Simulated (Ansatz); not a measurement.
# CH5 (doublet): from Hartree-Fock to the top rungs at distance C1–H5 along a hydrogen transfer = 1.130 Å, cc-pVDZ

How much of the correlation energy of CH5 (doublet) does each wave-function method recover here?

The runs use Ansatz 0.2.0, Gaussian basis; cc-pVDZ, core rule «outside noble gas», up to 1 orbitals frozen.

The runs, in order: UHF; CCSD(T) on ROHF; CCSD(T) on UHF; BCCD(T) on ROHF; CISD; CCSDT(Q) on ROHF; CCSDT(Q) on UHF; CASSCF and MRCISD+Q, 3 electrons in 3 orbitals; CASSCF and NEVPT2, 3 electrons in 3 orbitals; CASSCF and MRCISD+Q, 9 electrons in 9 orbitals; CASSCF and MRCISD+Q(relaxed), 9 electrons in 9 orbitals; CASSCF and NEVPT2, 9 electrons in 9 orbitals.

7 further runs of the same task are left out: 7 that didn't finish.

## 1. The system

The geometry derives from fragments relaxed apart (PBE0/def2-TZVP) and kept rigid, so it is no stationary point. A hydrogen atom is moved between rigid fragments.

6 atoms, charge 0, spin multiplicity 2.

Atoms are counted from 1 here; the program's logs count them from 0.

Bond lengths: C1–H2 1.090 Å, C1–H3 1.090 Å, C1–H4 1.090 Å, C1–H5 1.130 Å. Angles: H2–C1–H3 109.5°, H2–C1–H4 109.5°, H2–C1–H5 109.5°, H3–C1–H4 109.5°, H3–C1–H5 109.5°, H4–C1–H5 109.5°.

## 2. UHF

Input file in.yaml:

```yaml
crystal:
  periodic: [false, false, false]
  atoms:
    - {symbol: C, position_ang: [-0.127357, 0.000000, 0.000000]}
    - {symbol: H, position_ang: [-0.490563, 1.027301, 0.000000]}
    - {symbol: H, position_ang: [-0.490563, -0.513650, 0.889668]}
    - {symbol: H, position_ang: [-0.490563, -0.513650, -0.889669]}
    - {symbol: H, position_ang: [1.002643, 0.000000, 0.000000]}
    - {symbol: H, position_ang: [1.986643, 0.000000, 0.000000]}
basis:
  gaussian: {orbitals: cc-pVDZ}
magnetization: {spin_polarized: true, initial_magnetization: 1}
hamiltonian: {xc: hf}
output: {orbitals: {seedname: orbitals}}
```

Run with:

```console
$ ansatz run in.yaml --threads 1 --pin off --events-out ev --progress --plain --max-ram 2393MiB
```

The runs that follow: CCSD(T) on ROHF; CCSD(T) on UHF; BCCD(T) on ROHF; CISD; CCSDT(Q) on ROHF; CCSDT(Q) on UHF; CASSCF and MRCISD+Q, 3 electrons in 3 orbitals; CASSCF and NEVPT2, 3 electrons in 3 orbitals; CASSCF and MRCISD+Q, 9 electrons in 9 orbitals; CASSCF and MRCISD+Q(relaxed), 9 electrons in 9 orbitals; CASSCF and NEVPT2, 9 electrons in 9 orbitals.

Q: Predict the results of all the runs planned. Wanted: UCCSDT(Q) below the RHF energy; RMP2 from UCCSDT(Q); UMP2 from UCCSDT(Q); RCCSD from UCCSDT(Q); RCCSD(T) from UCCSDT(Q); UCCSD(T) from UCCSDT(Q); RCCSDT(Q) from UCCSDT(Q); NEVPT2 pair from UCCSDT(Q); NEVPT2 valence from UCCSDT(Q).

**Answer**, as computed:

| quantity | value |
| --- | --- |
| UCCSDT(Q) below the RHF energy | -5.5959 eV |
| RMP2 from UCCSDT(Q) | +80.8 kJ/mol |
| UMP2 from UCCSDT(Q) | +81.9 kJ/mol |
| RCCSD from UCCSDT(Q) | +13.1 kJ/mol |
| RCCSD(T) from UCCSDT(Q) | +1.7 kJ/mol |
| UCCSD(T) from UCCSDT(Q) | +1.7 kJ/mol |
| RCCSDT(Q) from UCCSDT(Q) | 0.0 kJ/mol |
| NEVPT2 pair from UCCSDT(Q) | +80.8 kJ/mol |
| NEVPT2 valence from UCCSDT(Q) | +78.8 kJ/mol |
| MRCISD+Q valence from UCCSDT(Q) | +0.4 kJ/mol |
| levels within 1 kcal/mol (43 meV) | RCCSD(T), UCCSD(T), BCCD(T), RCCSDT, UCCSDT, RCCSDT(Q), MRCISD+Q valence, MRCISD+Q(relaxed) valence |
| T1 diagnostic | 0.018 |
| effectively unpaired electrons | 1.01 |

In words: RCCSD(T) lands +1.7 kJ/mol from the yardstick (0.3 % of the correlation energy). One determinant dominates. Of the multireference levels listed MRCISD+Q valence comes nearest in total energy (+0.4 kJ/mol), which doesn't show that its space is the better one. These misses are within one basis, not against nature; the frozen cores of restricted and unrestricted runs differ, which can shift their rows.
